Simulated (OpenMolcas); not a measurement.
Worked example: vertical energy of the triplet above the singlet of SiNH3 (SMILES N[SiH])

The species is SiNH3 (5 atoms), meant as a singlet with charge 0. SMILES: `N[SiH]`. Geometry: relaxed at GFN2-xTB. This is one conformer, not always the lowest.

Both states at this one shape; open shells run unrestricted unless said. 1 Eh = 27.2114 eV.

| level | program | singlet SiNH3 (Eh) | triplet SiNH3 (Eh) |
| --- | --- | --- | --- |
| HF/STO-3G | OpenMolcas | -341.043318 | -340.952799 |
| SVWN5/STO-3G | OpenMolcas | -340.240704 | -340.117087 |

Question: Work out the vertical gap, second state less first, at each level.

Answer: 
1. HF/STO-3G: -340.952799 − (-341.043318) = 0.090519 Eh = 2.46 eV.
2. SVWN5/STO-3G: -340.117087 − (-340.240704) = 0.123617 Eh = 3.36 eV.

No measured value is set beside it here; the levels span 2.46 to 3.36 eV. Hartree–Fock favours the state with fewer electron pairs, since it lacks pair correlation. Minimal sets are far from the basis-set limit.
